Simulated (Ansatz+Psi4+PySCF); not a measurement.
# singlet SiH₂: levels of theory in one basis

```yaml
atoms:
  - { symbol: Si, position_ang: [0.0000, 0.0000, 0.1313] }
  - { symbol: H, position_ang: [0.0000, 1.0969, -0.9189] }
  - { symbol: H, position_ang: [0.0000, -1.0969, -0.9189] }
```

Basis set: cc-pVTZ on H; cc-pV(T+d)Z on Si (spherical functions). Left uncorrelated: 5 orbitals. Charge 0, multiplicity 1.

Computed with Ansatz (development build ahead of 0.2.0) and Psi4 1.11; each method stands on the lowest determinant of its kind that the runs found.

| method | E − E(RHF) (eV) | <S²> of the determinant |
| --- | --- | --- |
| RHF | 0.00 | 0.00 |
| RHF-CCSD | -3.72 | – |
| RHF-CCSD(T) | -3.82 | – |

What does RHF-MP2 give on the same scale?

-2.97 eV.

Caution: unrestricted orbitals would lower the determinant.
